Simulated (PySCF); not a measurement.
C2H3F, SMILES C=CF.

Coordinates come from a B3LYP-D3(BJ)/def2-TZVP optimisation.

Two levels are set side by side: TDA-PBE/def2-SVPD (PySCF) and TDA-LC-ωPBE/def2-SVPD (PySCF). Vertical, same geometry. The lowest singlet is HOMO→LUMO+1 100 % with PBE and HOMO→LUMO+1 90 % with the other functional; states are paired by order. Differences are taken from unrounded values.

```csv
quantity,TDA-LC-ωPBE
lowest singlet excitation (eV),8.06
lowest triplet excitation (TDA) (eV),4.34
first bright state (f over 0.05) (eV),8.06
its oscillator strength,0.05
```

Task: What does TDA-PBE give, and how far is it from TDA-LC-ωPBE? (The exact figures need the calculation; the answer reports its results.)

Result: 
| quantity | TDA-PBE | TDA-PBE minus TDA-LC-ωPBE |
|---|---|---|
| lowest singlet excitation (eV) | 7.03 | -1.02 |
| lowest triplet excitation (TDA) (eV) | 4.61 | 0.27 |
| first bright state (f over 0.05) (eV) | 8.10 | 0.04 |
| its oscillator strength | 0.37 | 0.32 |

A lower first singlet is the usual sign of a functional without exact exchange. Differences between two approximate levels are no errors against the true value.

Rough cost on one machine, each run with all the roots and properties that it gave: TDA-LC-ωPBE against TDA-PBE about 2 times.
